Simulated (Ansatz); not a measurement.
Computed with Ansatz on PBE0-D4/def2-TZVP structures; ΔE is electronic, products minus reactants. CCSD(T)/CBS is extrapolated from def2-TZVPP and def2-QZVPP, frozen cores. Functionals use def2-TZVPP. Each species was taken in one conformer, which may not be the lowest.

`N[Si]N` + H₂O → `N[Si]O` + NH₃  (formal hydrolysis of the Si–N bond)

```tsv
level	ΔE (kJ/mol)
B97M-V	-39.8
CCSD/def2-TZVPP	-35.5
```

(1) What does CCSD(T)/CBS give? (Best estimate.)

Largest T1 diagnostic among the species: 0.014.

## Answers

(1) Ansatz gave: -33.0 kJ/mol. The listed levels differ from it by -6.8, -2.5 kJ/mol.

Leaving LDA and LC-ωPBE aside and taking each functional with its dispersion term where it has one, the values, not all of them listed here, spread over 8.5 kJ/mol, from B97M-V to revPBE-D4. LDA lies +3.4 kJ/mol from PBE without D4. In def2-TZVPP, CCSD(T) changes the Hartree–Fock value by +3.5 kJ/mol (the triples alone add +0.3 kJ/mol) and MP2 by +4.8 kJ/mol.
